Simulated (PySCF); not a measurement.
Si₂⁻: from constants to spectrum

UHF-CCSD(T) constants of Si₂⁻, ²Πu (doublet), unpaired electrons π ↑ (PySCF, no relativity, basis sets Si def2-SVPD; masses 27.9769 and 27.9769 u):

* ωe: 551.0 cm⁻¹
* ωexe: 2.15 cm⁻¹
* Be: 0.2493 cm⁻¹
* αe: 0.00134 cm⁻¹
* D (centrifugal): 2.04e-07 cm⁻¹

**Question.** Give the vibrational terms G(v) and spacings up to v = 6.

**Answer.** G(v) = ωe(v+½) − ωexe(v+½)².

| v | G(v) (cm⁻¹) | G(v) − G(v−1) | Bv (cm⁻¹) |
| --- | --- | --- | --- |
| 0 | 275.0 |  | 0.2486 |
| 1 | 821.7 | 546.7 | 0.2473 |
| 2 | 1364.1 | 542.4 | 0.2460 |
| 3 | 1902.2 | 538.1 | 0.2446 |
| 4 | 2436.0 | 533.8 | 0.2433 |
| 5 | 2965.5 | 529.5 | 0.2419 |
| 6 | 3490.7 | 525.2 | 0.2406 |

Correlated steps freeze 10 core orbitals. The state is the lowest determinant that a PBE0 search found; another state may lie lower at other levels.
